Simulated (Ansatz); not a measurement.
Basis-set series for CH$_{7}$NSi, SMILES `CN[SiH3]`. The species carries charge 0 and has multiplicity 1. The geometry is a stationary point of PBE0-D4/def2-TZVP.

| functional | basis | functions | energy (Eh) | HOMO (eV) | LUMO (eV) |
| --- | --- | --- | --- | --- | --- |
| PBE0-D4 | def2-TZVPP | 202 | -386.37836 | -6.79 | 0.47 |
| PBE0-D4 | def2-QZVPP | 394 | -386.39455 | -6.82 | 0.24 |
| ωB97M-V | def2-TZVPP | 202 | -386.53441 | -9.13 | 2.02 |
| ωB97M-V | def2-QZVPP | 394 | -386.54968 | -9.16 | 1.51 |

Give the rows for def2-SVP. (Best estimate.)

Ansatz gave: 
```
functional     basis  functions  energy (Eh)  HOMO (eV)  LUMO (eV)
   PBE0-D4  def2-SVP         81   -386.16363      -6.63       1.07
   ωB97M-V  def2-SVP         81   -386.31252      -8.95       2.87
```

Positive LUMOs are unbound and depend on the basis.
